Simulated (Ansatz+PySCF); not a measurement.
A calculation with Ansatz (development build ahead of 0.2.0).

```yaml
crystal:
  periodic: [false, false, false]
  atoms:
    - { symbol: C, position_ang: [0.0, 0.0, 0.0] }
    - { symbol: H, position_ang: [1.26797, 1.26797, 1.26797] }
    - { symbol: H, position_ang: [0.63399, -0.63399, -0.63399] }
    - { symbol: H, position_ang: [-0.63399, 0.63399, -0.63399] }
    - { symbol: H, position_ang: [-0.63399, -0.63399, 0.63399] }
basis:
  gaussian: { orbitals: "6-31G" }
hamiltonian:
  xc: pbe0
output:
  forces: true
```

The input is written out in the form of the current development build from the run's settings.

Results

```yaml
Converged: yes
Total_energy: -40.28220 hartree
Spin_squared_of_the_determinant: 0.000
Stability_test: minimum among restricted orbitals
```

Forces (eV/Å):
```tsv
atom	Fx	Fy	Fz
C1	0.515	0.515	0.515
H2	-2.029	-2.029	-2.029
H3	0.524	0.495	0.495
H4	0.495	0.524	0.495
H5	0.495	0.495	0.524
```

Caution: charge can spread falsely over distant fragments.
